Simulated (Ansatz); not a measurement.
Geometry optimisation, RKS CAM-B3LYP/cc-pVDZ (Ansatz).

Input:

```yaml
crystal:
  periodic: [false, false, false]
  atoms:
    - { symbol: C, position_ang: [-0.43738, 0.56184, -0.50887] }
    - { symbol: Si, position_ang: [0.49575, -0.54984, 0.46561] }
    - { symbol: S, position_ang: [1.67769, -1.77975, 1.47331] }
    - { symbol: H, position_ang: [-0.77551, -0.24263, 1.06821] }
    - { symbol: H, position_ang: [-1.12311, 0.19551, -1.25721] }
basis:
  gaussian: { orbitals: cc-pVDZ }
hamiltonian:
  xc: cam_b3lyp
relax:
  f_tol: 0.02
  max_steps: 50
```

Launched with:

```bash
$ ansatz run input.yaml --threads 1 --pin off --max-ram 2048MiB --backend cpu --events-out ev --progress --plain --runs-dir out
```

**Question.** Where does it end, and by what steps?

**Answer.** The forces met the threshold. After 14 steps the energy has fallen by 2.761 eV; H4 moved furthest, 1.10 Å. Parted: Si2–H4. Joined: C1–H4.

| step | energy less start (eV) | largest force component (eV/Å) | accepted |
| --- | --- | --- | --- |
| 0 | 0.0000 | 2.597 | yes |
| 1 | -0.4226 | 1.081 | yes |
| 2 | -0.9180 | 1.812 | yes |
| 3 | -1.4508 | 2.157 | yes |
| 4 | -1.8281 | 2.050 | yes |
| 5 | -2.1872 | 3.033 | yes |
| 6 | -2.5458 | 1.055 | yes |
| 7 | -2.6223 | 1.254 | yes |
| 8 | -2.7053 | 0.720 | yes |
| 9 | -2.7501 | 0.277 | yes |
| 10 | -2.7514 | 0.211 | yes |
| 11 | -2.7302 | 0.561 | no |
| 12 | -2.7611 | 0.044 | yes |
| 13 | -2.7614 | 0.020 | yes |
| 14 | -2.7615 | 0.001 | yes |

```xyz
5
Properties=species:S:1:pos:R:3
C -0.679 0.078 -0.065
Si 0.616 -0.806 0.563
S 2.103 -1.819 1.284
H -1.415 0.528 0.602
H -0.788 0.204 -1.143
```

Whether the end is a true minimum wasn't checked by a vibrational analysis.

Run time: 52 s on 1 CPU thread of a shared host.
